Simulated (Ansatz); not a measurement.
in.yaml

```yaml
crystal:
  periodic: [false, false, false]
  atoms:
    - {symbol: P, position_ang: [0.000079, -0.000045, -0.032941]}
    - {symbol: H, position_ang: [1.354052, 0.014506, 0.340675]}
    - {symbol: H, position_ang: [-0.690409, 1.166785, 0.334178]}
    - {symbol: H, position_ang: [-0.666085, -1.179917, 0.337423]}
basis:
  gaussian: {orbitals: cc-pVDZ, point_charges: [{charge: 1.00, position_ang: [5.669, -0.443, 0.711]}]}
total_charge: 1
magnetization: {spin_polarized: false, initial_magnetization: 1}
correlation: {active_space: {window: {electrons: 5, orbitals: 6}}}
output: {forces: true}
```

```sh
$ ansatz run in.yaml --threads 1 --pin off --events-out ev --progress --plain --max-ram 2393MiB
```

The program prints:

```
321 factors; integrals over basis functions are off by at most 1.2e-3 eV
mean field evaluation 1: about -9307.3528 eV, gradient 9.3e0 eV
mean field evaluation 2: about -9307.3752 eV, gradient 9.3e0 eV
mean field evaluation 4: about -9307.9186 eV, gradient 5.7e-1 eV
mean field evaluation 8: about -9307.9231 eV, gradient 2.0e-2 eV
mean field -9307.92308384 eV, -342.0598641942 hartree, gradient 1.1e-6 eV, S^2 0.750000; 0 other end points of the search recorded, 0 dependent functions left out
reference -9307.92308384 eV, -342.0598641942 hartree; 9, 8 occupied and 24, 25 virtual orbitals, 321 factors
state -9308.94088064 eV, -342.0972675369 hartree
the calculation of the forces begins
Total energy: -9308.94088064 eV, -342.0972675369 hartree
Atom 0 at     0.000079    -0.000045    -0.032941 Å, force     0.141911     0.128561    -0.314128 eV/Å
Atom 1 at     1.354052     0.014506     0.340675 Å, force    -0.329943     0.022402     0.009351 eV/Å
Atom 2 at    -0.690409     1.166785     0.334178 Å, force    -0.082944     0.252235     0.111922 eV/Å
Atom 3 at    -0.666085    -1.179917     0.337423 Å, force    -0.164439    -0.367651     0.145123 eV/Å
Dipole moment:    -0.103450     0.009384     0.061825 e Å
```

Natural occupations: 1.9806 1.9708 1.0000 0.0242 0.0191 0.0053.

Forces (eV/Å):
```
P    0.142  0.129 -0.314
H   -0.330  0.022  0.009
H   -0.083  0.252  0.112
H   -0.164 -0.368  0.145
```

Ran on 1 thread of Arm Neoverse N1, shared host: 6 s wall, 0.13 GiB peak host memory.
